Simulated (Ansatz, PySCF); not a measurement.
Species: C$_{4}$H$_{5}$ (charge 0, doublet). It need not be the lowest isomer of its formula. SMILES: C1[C@]2C[C@@H]12
Structure (B3LYP-D3(BJ)/def2-TZVP (Ansatz, a program for electronic structure) minimum search):
```
C
H 1 1.0785
C 1 1.4428 2 137.10
C 3 1.4829 1 62.56 2 118.15
H 4 1.0839 3 116.64 1 -104.37
H 4 1.0904 5 114.71 3 149.18
C 3 1.4829 1 62.56 2 -118.15
H 7 1.0839 3 116.64 1 104.37
H 7 1.0904 8 114.71 3 -149.18
```
Charge 0, spin multiplicity 2.


Quantity: enthalpy of formation at 298 K (from the atomisation energy, B3LYP-D3(BJ)/def2-TZVP harmonic zero-point and thermal terms from PySCF, and the atoms' enthalpies of formation in the G2/97 table; no spin-orbit terms, and no core term in the frozen-core levels), in kcal/mol. Cores are frozen in the correlated levels unless marked. Open shells are spin-unrestricted. Spin-orbit coupling is left out. No relativistic terms. The coupled-cluster limit lacks core correlation, which all-electron functionals hold. Basis-set limits of correlation are two-point, X^-3; Hartree-Fock from the larger set. The bracket is a focal-point correction in the basis named.

```tsv
level	program	enthalpy of formation at 298 K (kcal/mol)
HF/STO-3G	Ansatz	220.6
HF/6-31G	Ansatz	397.2
HF/aug-cc-pVDZ	Ansatz	360.8
HF/cc-pVDZ	Ansatz	360.6
```

Q: Predict the RI-MP2/CBS(cc-pVTZ,cc-pVQZ)+[CCSD(T)-MP2]/cc-pVTZ result (Ansatz).

A: 117.8 kcal/mol, so HF/cc-pVDZ differs from it by 242.8 kcal/mol.
